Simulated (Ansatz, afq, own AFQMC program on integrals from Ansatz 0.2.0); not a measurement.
Integrals from Ansatz 0.2.0, then the random walk in our own AFQMC program (afq).

```yaml
crystal:
  periodic: [false, false, false]
  atoms:
    - {symbol: Ge, position_ang: [-0.032710, -0.015411, 0.324092]}
    - {symbol: O, position_ang: [0.083141, 0.108424, -1.453740]}
    - {symbol: H, position_ang: [0.753837, -1.273733, 0.795824]}
    - {symbol: H, position_ang: [0.621839, 1.291644, 0.826141]}
    - {symbol: H, position_ang: [-0.338105, -0.628296, -1.902787]}
basis:
  gaussian: {orbitals: cc-pVDZ}
magnetization: {spin_polarized: true, initial_magnetization: 1}
correlation: {method: ccsd_t, electrons: outside_noble_gas, hamiltonian_folder: ham}
```

```sh
$ ansatz run in.yaml --threads 1 --pin off --events-out ev --progress --plain --max-ram 1382MiB
```

Options of the walk:

```
--method phaseless --trial cisd --walkers 60 --populations 1 --least-time 40 --time-step 0.005 --steps-per-block 50 --equilibration-blocks 28 --max-blocks 300 --target-error 0.00043 --factor-cut 1e-05 --start spin_pure --seed 5938 --release-times 0.24,0.51,0.99,1.62,2.4 --release-step 0.03 --release-every 4 --taylor-order 6
```

Times are imaginary, in 1/Eh. The walk had a cap of 1976 s. Filled inner d shells are frozen with the cores.

```
orbitals 41  electrons 7 6  factors 331 of 584
reference energy -2151.92289410 Eh
CCSD correlation -0.29827605 Eh in 12 cycles, weight of the determinant in the CISD state 0.8916
energy of the start -2152.221032 Eh
 block  time / (1/Eh)  mean weight  energy / Eh
     1     0.250  1.0018  -2152.216784
     2     0.500  1.0000  -2152.221271
     3     0.750  1.0006  -2152.218947
     4     1.000  1.0018  -2152.220573
     5     1.250  0.9988  -2152.223559
     8     2.000  0.9988  -2152.234056
    15     3.750  0.9984  -2152.222811
    36     9.000  1.0005  -2152.241116
    57    14.250  0.9981  -2152.251611
    78    19.500  1.0014  -2152.227372
    85    21.250  0.9988  -2152.221398
    99    24.750  0.9991  -2152.232342
   120    30.000  0.9984  -2152.230847
   141    35.250  1.0025  -2152.242829
   162    40.500  1.0002  -2152.229458
   183    45.750  1.0021  -2152.225825
   204    51.000  0.9990  -2152.230178
   225    56.250  1.0023  -2152.226821
   246    61.500  0.9973  -2152.224239
   267    66.750  0.9991  -2152.225961
   288    72.000  0.9972  -2152.227716
   302    75.500  0.9979  -2152.222650
blocks merged  error / Eh  count
     1  0.000339  280
     2  0.000404  140
     4  0.000430  70
     8  0.000381  35
    16  0.000353  17
    32  0.000446  8
released: time / (1/Eh)  energy / Eh  error  mean overlap
  0.24  -2152.229783  0.000573  0.9953
  0.51  -2152.229021  0.000449  0.9945
  0.99  -2152.229159  0.000522  0.9982
  1.62  -2152.229558  0.000887  0.9959
  2.40  -2152.228588  0.000789  1.0258
energy -2152.229338 +/- 0.000381 Eh
(rows thinned)
```

Question: Estimate how long the walk took on 1 thread of Arm Neoverse N1, with other jobs on the host.

Answer: 18 min of wall time.

The run passed its tests (sampling time, drift between the halves within three errors, error under three times the target), which doesn't prove that it has relaxed. The second half of the sampling lies above the first by 1.5 errors of their difference, so the energy may still be moving and its error bar be too small.

Against this walk (error 10.4 meV) on the same determinant: CCSD(T) 44.3 meV higher. The error is statistical and leaves out the bias of the constraint. Released to 0.99 1/Eh the energy moves by 5 ± 18 meV (both errors), within twice the noise.

Cautions: constraint bias not in the error; no relativity below Rb; no spin-orbit coupling; inner d shell frozen.
